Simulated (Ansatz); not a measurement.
Input for Ansatz (development build ahead of 0.2.0):

```yaml
crystal:
  periodic: [false, false, false]
  atoms:
    - { symbol: Li, position_ang: [0.0, 0.0, -1.17984] }
    - { symbol: Si, position_ang: [0.0, 0.0, 1.17984] }
basis:
  gaussian: { orbitals: def2-SVP }
magnetization:
  spin_polarized: true
  initial_magnetization: 3
hamiltonian:
  xc: hf
correlation:
  method: mp2
  frozen_orbitals: { Li: 0, Si: 5 }
```

The input is written out in the form of the current development build from the run's settings.

Results

```yaml
Converged: yes
Reference_energy: -296.22443 hartree
Correlation_energy: -0.05734 hartree
Total_energy: -296.28177 hartree
Spin_squared_of_the_determinant: 3.752
Stability_test: minimum
Occupied_orbitals_by_symmetry_in_an_Abelian_subgroup_alpha;_beta: 6 A1 2 B1 2 B2; 5 A1 1 B1 1 B2
```

Messages of the program:
```
mean field -8060.67742908 eV, -296.2244317954 hartree, gradient 1.6e-6 eV, S^2 3.751475; 0 other ends of a descent, 0 dependent functions left out
```
